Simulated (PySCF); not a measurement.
Method: B3LYP-D3(BJ)/def2-TZVP in PySCF 2.14.0. Gas-phase values, no solvent. B3LYP has the VWN-RPA correlation part, as in Gaussian. Delta-SCF ions had no search for a lower state. Excitations are Tamm–Dancoff values on a coarser integration grid. The basis has no diffuse functions, so Rydberg states are missing or too high.

Reference species (SMILES): `CC` (neutral, multiplicity 1).

| Property | Value |
|---|---|
| S1 excitation (TDA) | 9.35 eV |
| S1–T1 gap (TDA) | 0.35 eV |
| HOMO–LUMO gap | 10.47 eV |
| vertical ionisation energy (Delta-SCF) | 12.25 eV |

Changed species: `CCBr` (X = bromo; the reference has X = H).

Predict the effect on the S1 excitation (TDA), S1–T1 gap (TDA), HOMO–LUMO gap and vertical ionisation energy (Delta-SCF).

the S1 excitation (TDA) decreases by 3.29 eV, to 6.06 eV; the S1–T1 gap (TDA) goes up by 0.34 eV, to 0.69 eV; the HOMO–LUMO gap drops by 3.19 eV, to 7.28 eV; the vertical ionisation energy (Delta-SCF) decreases by 1.89 eV, to 10.36 eV.
